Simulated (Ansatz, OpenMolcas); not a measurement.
**Worked example: vertical electron affinity of P2 (diphosphorus)**

The species is P2 (2 atoms), meant as a singlet with charge 0. SMILES: `P#P`. The bond length is the measured one.

```xyz
2

P     0.0000    0.0000    0.0000
P     0.0000    0.0000    1.8934
```

Both states at this one shape; open shells run unrestricted unless said. 1 Eh = 27.2114 eV.

```
                                       level     program  singlet P2 (Eh)  doublet [P2]− (Eh)
                             PBE/def2-TZVPPD      Ansatz      -682.400894         -682.416789
                          M06-2X/def2-TZVPPD  OpenMolcas      -682.673075         -682.688814
RPA@PBE/def2-TZVPPD, 10 core orbitals frozen      Ansatz      -681.926211         -681.944055
```

Problem. Work out the vertical electron affinity, E(N) − E(N+1), at each level.

Solution. 
1. PBE/def2-TZVPPD: -682.400894 − (-682.416789) = 0.015895 Eh = 0.43 eV.
2. M06-2X/def2-TZVPPD: -682.673075 − (-682.688814) = 0.015739 Eh = 0.43 eV.
3. RPA@PBE/def2-TZVPPD: -681.926211 − (-681.944055) = 0.017844 Eh = 0.49 eV.

No measured value is set beside it here; the levels span 0.43 to 0.49 eV.
